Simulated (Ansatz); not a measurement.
Input and command of a calculation in Ansatz (plane waves; scalar-relativistic PAW potentials unless the input names others):

```yaml
crystal:
  lattice:
    - [4.1216069716, 0.0, 0.0]
    - [-2.0608034858, 3.5694163418, 0.0]
    - [0.0, 0.0, 2.6473605425]
  atoms:
    - { symbol: Li, position: [0.3333333333, 0.6666666667, 0.5] }
    - { symbol: Li, position: [0.6666666667, 0.3333333333, 0.5] }
    - { symbol: Pd, position: [0.0, 0.0, 0.0] }
basis:
  ecutwfc: 500
kpoints:
  mp_grid: { grid: [12, 12, 16] }
hamiltonian:
  xc: r2scan
  hubbard: { sites: [{ species: Pd, l: d, u_eff: 5.0 }], double_counting: fll }
scf:
  occupations: { method: gaussian, width: 0.1 }
  algorithm: direct_min
output:
  forces: true
  eigenvalues: true
  stress: true
```

```bash
ansatz run input.yaml --threads 1 --pin off --max-ram 2560MiB --backend cpu --events-out ev --progress --plain --runs-dir out
```

Abridged log:
```
Li: projections on atomic orbitals take those of the free atom 1s2 2s1, of charge +0.00 (hamiltonian.pseudopotentials.projection_atoms); the dataset's partial waves leave at most 8.9e-11 of an orbital's norm unspanned inside its sphere
Pd: projections on atomic orbitals take those of the free atom [Ar 3d10] 4s2 4p6 4d10, of charge +0.00 (hamiltonian.pseudopotentials.projection_atoms); the dataset's partial waves leave at most 1.0e-5 of an orbital's norm unspanned inside its sphere
Pseudopotentials: kind: paw
Pseudopotential: Li, paw, valence charge 3, recommended cutoff 500 eV (meta_gga)
Pseudopotential: Pd, paw, valence charge 18, recommended cutoff 500 eV (meta_gga)
Functional definition: r2SCAN
davidson cushion auto → off (block headroom 4 ≥ Hubbard manifold empty extent 0; pin scf.eigensolver.cushion to override)
Crystal: 3 atoms, lattice volume = 38.947 Å³
Basis set: ecut = 500 eV, 987 PW (Γ), exchange–correlation on 128×128×80 points (64 copies of the dense FFT grid, shifted against one another)
Bands: 16, of which v1, the nominal top of the filled ones, is band 12 counted from 1 (11 counted from 0)
Symmetry: 24 space group operations
Space group: P6/mmm (ITA 191), of the structure as read, at distance tolerance 3.4e-5 Å
k-points: 171 of 2304
Initial density: superposition of atomic densities (chi_scale 0.1, normalization cell, long waves kept (reshape's long-wave potential 0.00 eV rms))
Initial wavefunctions: pseudopotential atomic-orbital guess
Functional: x = r2scan, c = r2scan; τ floored in thin density (d = 2e-4 eV/Å³)
SCF iter   1: F=—  HF=-7399.329862 eV  |F-HF|=—  |Δ(HF+E_count)|=         —  Δρ=1.62e-1  dr2=1.58e1  dr2_τ=3.61e-1  ethr=6.57e-2  ⟨swp⟩=2.0  Hψ=14369  notcnv=0
SCF iter   2: F=—  HF=-7397.614426 eV  |F-HF|=—  |Δ(HF+E_count)|=    1.72e0  Δρ=1.06e-1  dr2=4.34e0  dr2_τ=3.01e-1  ethr=6.57e-2  ⟨swp⟩=3.5  Hψ=7247  notcnv=0  defer=15
SCF iter   3: F=—  HF=-7396.440406 eV  |F-HF|=—  |Δ(HF+E_count)|=    1.17e0  Δρ=2.58e-3  dr2=2.41e-3  dr2_τ=8.54e-4  ethr=8.30e-6  ⟨swp⟩=4.2  Hψ=13784  notcnv=0  defer=15
SCF iter   4: F=—  HF=-7396.440014 eV  |F-HF|=—  |Δ(HF+E_count)|=   3.92e-4  Δρ=1.24e-4  dr2=4.30e-6  dr2_τ=6.36e-7  ethr=8.30e-6  ⟨swp⟩=2.1  Hψ=4868  notcnv=0  defer=4
SCF iter   5: F=—  HF=-7396.440017 eV  |F-HF|=—  |Δ(HF+E_count)|=   2.80e-6  Δρ=3.39e-5  dr2=3.05e-7  dr2_τ=2.89e-8  ethr=1.79e-8  ⟨swp⟩=4.0  Hψ=6956  notcnv=0  defer=3
SCF iter   6: F=-7396.440017 eV  HF=-7396.440017 eV  |F-HF|=1.45e-8  |Δ(HF+E_count)|=   6.73e-8  Δρ=8.06e-6  dr2=1.74e-8  dr2_τ=1.82e-9  ethr=1.27e-9  ⟨swp⟩=3.0  Hψ=5755  notcnv=0  defer=1
the search or the solves at the SCF's close seem to have found levels that the self-consistency loop had missed (the run counts 3). By its estimate they hold under 1e-12 electrons; where the run keeps them, the occupations were computed again with them
SCF 1 converged in 6 iterations: F = -7396.440017 eV  dr2 = 1.74e-8
  Residual-converged pass: ⟨swp⟩=3.0  Hψ=6071  notcnv=0  max |occ|·‖R‖ = 6.6e-6 eV (tolerance 6.7e-6 eV) dr2=1.78e-8  dr2_τ=1.89e-9  dr2_onsite=1.60e-9  max |Δocc| = 8.4e-10
SCF converged after 6 iterations
Stability not checked: this state was not tested for a lower state beside it, because a direct minimisation reached the state, and no test of it is asked (direct_minimisation; see scf.lower_state_search)
Free energy (F): -7396.440017 eV
Harris-Foulkes:  -7396.440017 eV  (|F-HF|=1.45e-8)
Internal energy: -7396.435280 eV  (E = F + TS)
E sigma→0 (E₀):  -7396.437648 eV
Entropy (-TS):   -0.004736 eV (-1.579 meV/atom)
Fermi energy:    9.322395 eV
--- Forces (eV/Å), atoms counted from 1 ---
  atom   1  Li     0.00000000     0.00000000     0.00000000
  atom   2  Li     0.00000000     0.00000000     0.00000000
  atom   3  Pd     0.00000000     0.00000000     0.00000000
--- Stress (GPa, compression-positive) ---
        2.932151       0.000000       0.000000
        0.000000       2.932151       0.000000
        0.000000       0.000000       5.396871
  P = ⅓ Tr σ = 3.7537 GPa (37.537 kbar)
Occupation matrices written to <dir>
```

Apart from outputs, empty bands and the relaxation, which only the reference makes, the input differs from a reference run on usual settings in scf.algorithm: not typed → "direct_min"; hamiltonian.hubbard: not typed → {"sites": [{"species": "Pd", "l": "d", "u_eff": 5.0}], "double_counting": "fll"}. The reference, at the same geometry, ended its own course with pressure 3.64 GPa, largest force 0.000 eV/Å, no gap on the mesh. This run converged in 6 SCF iterations with an energy at zero smearing 195 meV/atom above the reference's (the Hamiltonian itself differs), pressure 3.75 GPa, largest force 0.000 eV/Å, no gap on the mesh.

It took 54 s on 1 thread of Arm Neoverse V2, on a shared host, peak memory 0.66 GiB.